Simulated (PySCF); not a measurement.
# The electron affinity along group 13

All values are computed (PySCF 2.14, energy differences of UHF-based or UKS calculations, no spin-orbit coupling). Values in eV. The last column holds reference values (measured affinities from photodetachment; the arrow runs from anion to atom). Unmarked ones compare directly (S terms, centres of terms, or small fine structure); those marked * lie between the lowest fine-structure levels and include a spin-orbit shift.

```tsv
element	configurations	UHF	LDA	r2SCAN	MP2 (valence)	SCS-MP2 (valence)	CCSD(T) (valence)	reference
B (dyall-av2z, non-relativistic)	[He] 2s2 2p2 → [He] 2s2 2p1	-0.298	0.754	0.600	0.154	0.012	0.183	0.280
Al (dyall-av2z, non-relativistic)	[Ne] 3s2 3p2 → [Ne] 3s2 3p1	0.020	0.643	0.618	0.315	0.221	0.367	0.433 *
Ga (dyall-av2z, non-relativistic)	[Ar] 3d10 4s2 4p2 → [Ar] 3d10 4s2 4p1	-0.026	0.602	0.537	0.245	0.150	0.299	0.301 *
In (dyall-av2z, non-relativistic)	[Kr] 4d10 5s2 5p2 → [Kr] 4d10 5s2 5p1	0.160	0.700	0.650	0.397	0.321	0.445	0.384 *
```

The highest occupied level of the anion is positive for B⁻ at LDA, r2SCAN; Al⁻ at LDA, r2SCAN; Ga⁻ at LDA, r2SCAN; In⁻ at LDA, r2SCAN, so there the basis helps to hold the electron.

"Valence" correlates the outer s and p shells and, in groups 3 to 12 and the f block, the outer d or f shell, open or full, or the next shell where the ion has no valence electron left; the wider scheme adds the next inner shell.
